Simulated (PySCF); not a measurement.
Gas-phase reaction: BH₂Cl + 2 BCl₂ ⇌ 3 BCl + 2 HCl

Method: PySCF energies (xtb for GFN2) plus ideal-gas RRHO corrections (1 bar). † marks an energy on the PBE0/def2-TZVP geometry and frequencies; other levels use their own. MP2 and CCSD(T) freeze the core. Open shells (unrestricted): BCl₂ (multiplicity 2); the rest are closed-shell singlets. GFN2 has no spin-polarisation term. BH₂Cl: computed as isolated molecules; such fragments, hydroxides, amides, oligomers or adducts are transient or little studied in the gas. MP2 isn't extrapolated to the basis-set limit. CCSD(T) isn't extrapolated to the basis-set limit.

MP2/def2-SVP† gives ΔH°(298 K) = 588 kJ.

### Question
What do GFN2-xTB, CCSD(T)/def2-TZVPP†, BLYP/def2-TZVP† give?

### Answer
GFN2-xTB: 585 kJ; CCSD(T)/def2-TZVPP†: 475 kJ; BLYP/def2-TZVP†: 519 kJ. For scale, ΔH°(298 K) is 588 kJ at this level, 504 kJ at ωB97M-V/def2-TZVP†, and runs from 475 to 641 kJ over the 20 levels computed.
